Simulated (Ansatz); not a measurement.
# [OH···H···SiH3], doublet along the distance O1-H3

Starting geometry:

```csv
atom,x (Å),y (Å),z (Å)
O,-1.7717,-0.0190,0.0000
H,-2.0210,0.9076,0.0000
H,-0.8122,-0.0190,0.0000
Si,0.9593,-0.0190,0.0000
H,1.4092,-1.4353,0.0000
H,1.4092,0.6891,-1.2265
H,1.4092,0.6891,1.2265
```

From there atom H3 is moved from one fragment to the other while all else, the fragments' distance too, stays fixed; atoms are numbered as listed. Energies are in kcal/mol, counted from the starting geometry at the same level. Kohn–Sham curves are unrestricted where that lies lower.

Basis cc-pVDZ; Ansatz 0.2.0. Only valence electrons are correlated (noble-gas cores frozen). Prefix R: restricted or restricted open-shell reference; prefix U: unrestricted.

Full CI isn't at hand for all of this; UCCSDT(Q) serves as the reference, and is uncertain by the last step of the cluster series or more.

| distance O1-H3 (Å) | RPA-PBE |
| --- | --- |
| 0.960 | 0.0 |
| 1.007 | 0.1 |
| 1.102 | 4.0 |
| 1.196 | 9.4 |
| 1.291 | 15.3 |

Estimate the UCCSDT(Q) curve in cc-pVDZ from this one, knowing how RPA-PBE differs from it in such a basis.

The computed UCCSDT(Q) values, in kcal/mol from the starting point, and the difference of RPA-PBE against them:
```tsv
distance O1-H3 (Å)	UCCSDT(Q)	RPA-PBE less UCCSDT(Q)
0.960	0.0	0.0
1.007	0.7	-0.6
1.102	5.7	-1.7
1.196	12.0	-2.6
1.291	18.1	-2.8
```

The difference spans 2.8 kcal/mol and is largest, -2.8 kcal/mol, at 1.291 Å.

In so small a basis both RPA and the reference are far from their limits and near them at different rates, so the difference would change in a larger set.
